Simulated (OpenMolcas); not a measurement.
# SOS-MP2/aug-pc-1 (RICD fitting) run of H3PO (phosphinous acid)

What is the energy change on altering one bond length of H3PO (phosphinous acid) at SOS-MP2/aug-pc-1 (RICD fitting)? 

The calculation is run with OpenMolcas 26.06.

9 further runs of the same task are left out: 1 that didn't finish, 8 set aside as unsound or not needed.

**1. The system as given**

The species is H3PO (5 atoms), meant as a singlet with charge 0. As SMILES, `OP`. The shape is that of a GFN2-xTB optimisation. This is one conformer, not always the lowest.

Bond lengths: O1–P2 1.645 Å, O1–H3 0.958 Å, P2–H4 1.403 Å, P2–H5 1.403 Å. Angles: O1–P2–H4 95.9°, O1–P2–H5 95.7°, P2–O1–H3 113.3°, H4–P2–H5 91.5°.

**2. The energy at SOS-MP2/aug-pc-1 (RICD fitting)**

Contents of mol.xyz:

```xyz
5

O      0.326920    -0.538490     0.764510
P      0.075570     0.235390    -0.665060
H      1.103530    -1.099890     0.760040
H     -1.287490    -0.081570    -0.762230
H     -0.218530     1.484560    -0.097260
```

Contents of run.input:

```
* H3OP SOS-MP2
&GATEWAY
Coord = mol.xyz
Basis = aug-pc-1
Group = NoSym
RICD
aCD
&SEWARD
&SCF
PrOrbitals = 1 2
&MBPT2
SOSMP2
Frozen = 6
```

Command:

```bash
$ export MOLCAS_MEM=1860
$ pymolcas run.input > run.log
```

What it wrote:

```text
--- Start Module: gateway ---
[...]
--- Stop Module: gateway /rc=_RC_ALL_IS_WELL_ ---
[...]
      Basis functions           77
[...]
--- Start Module: scf ---
[...]
       Convergence after  11 Iterations
[...]
::    Total SCF energy                               -417.3191388413
[...]
      Total spin, S                                     0.0000000000
[...]
      Total electronic charge=   26.000000
      Total            charge=   -0.000000
[...]
      Dipole Moment (debye):
      Origin of the operator (angstrom)=    0.1433   -0.0203   -0.1695
                   X=  5.5272E-01               Y= -3.0681E-01               Z= -2.9152E-01           Total=  6.9614E-01
      Quadrupole Moment (debye*angstrom):
[...]
--- Stop Module: scf /rc=_RC_ALL_IS_WELL_ ---
[...]
--- Start Module: mbpt2 ---
[...]
WARNING!
Default frozen orbitals as non valence orbitals is overwritten by user input.
Default values:   6
[...]
::    Total MBPT2 energy                             -417.6376005498
[...]
--- Stop Module: mbpt2 /rc=_RC_ALL_IS_WELL_ ---
[...]
```

Run time: 2.6 s. Hardware: 1 thread of Arm Neoverse V1, shared host; peak memory 0.21 GiB.

**3. The distorted shape, same level**

Contents of mol.xyz:

```xyz
5

O      0.703948    -1.699319     2.908881
P      0.075570     0.235390    -0.665060
H      1.480558    -2.260719     2.904411
H     -1.287490    -0.081570    -0.762230
H     -0.218530     1.484560    -0.097260
```

Contents of run.input:

```
&GATEWAY
COORD = mol.xyz
BASIS = aug-pc-1
GROUP = NoSym
RICD
ACD
&SEWARD
&SCF
PRORBITALS = 1 2
&MBPT2
SOSMP2
FROZEN = 6
```

Command:

```bash
$ export MOLCAS_MEM=1860
$ pymolcas run.input > run.log
```

What it wrote:

```text
--- Start Module: gateway ---
[...]
--- Stop Module: gateway /rc=_RC_ALL_IS_WELL_ ---
[...]
      Basis functions           77
[...]
--- Start Module: scf ---
[...]
       Convergence after  19 Iterations
[...]
::    Total SCF energy                               -417.0589389167
[...]
      Total spin, S                                     0.0000000000
[...]
      Total electronic charge=   26.000000
      Total            charge=   -0.000000
[...]
      Dipole Moment (debye):
      Origin of the operator (angstrom)=    0.2715   -0.4151    0.5599
                   X= -1.2558E+00               Y=  4.0788E+00               Z= -7.7494E+00           Total=  8.8468E+00
      Quadrupole Moment (debye*angstrom):
[...]
--- Stop Module: scf /rc=_RC_ALL_IS_WELL_ ---
[...]
--- Start Module: mbpt2 ---
[...]
WARNING!
Default frozen orbitals as non valence orbitals is overwritten by user input.
Default values:   6
[...]
::    Total MBPT2 energy                             -417.4886753404
[...]
--- Stop Module: mbpt2 /rc=_RC_ALL_IS_WELL_ ---
[...]
```

Wall time 3.3 s (1 thread of Arm Neoverse V1, shared host); peak memory 0.21 GiB.

**4. Summary of results**

Level: SOS-MP2/aug-pc-1 (RICD fitting), 6 core orbitals frozen.

```
                                                         quantity          value
                                        first shape: total energy  -417.63760 Eh
                  first shape: dipole moment (mean-field density)         0.70 D
                 first shape: HOMO energy (Hartree–Fock orbitals)      -10.28 eV
                 first shape: LUMO energy (Hartree–Fock orbitals)        0.83 eV
               first shape: HOMO–LUMO gap (Hartree–Fock orbitals)       11.11 eV
         first shape: correlation energy (6 core orbitals frozen)     -318.5 mEh
                                    distorted shape: total energy  -417.48868 Eh
              distorted shape: dipole moment (mean-field density)         8.85 D
             distorted shape: HOMO energy (Hartree–Fock orbitals)       -7.80 eV
             distorted shape: LUMO energy (Hartree–Fock orbitals)       -3.45 eV
           distorted shape: HOMO–LUMO gap (Hartree–Fock orbitals)        4.35 eV
     distorted shape: correlation energy (6 core orbitals frozen)     -429.7 mEh
energy change with the O1–P2 bond stretched from 1.645 to 4.112 Å       4.052 eV
```

One bond (distorted shape) is far stretched, which a spin-restricted single reference describes badly; perturbation theory on it can break down and give far too much correlation. With the O1–P2 bond stretched from 1.645 to 4.112 Å the energy rises by 4.05 eV (391 kJ/mol). The first shape isn't relaxed at this level, so the change isn't measured from a minimum. A restricted reference can't describe the breaking bond well at this length. Mulliken charges (first shape) of the mean-field density run from -0.96 on O1 to +0.34 on H3; in a basis this large or diffuse they mean little. Mulliken charges (distorted shape) of the mean-field density run from -0.75 on O1 to +0.31 on H4; in a basis this large or diffuse they mean little.
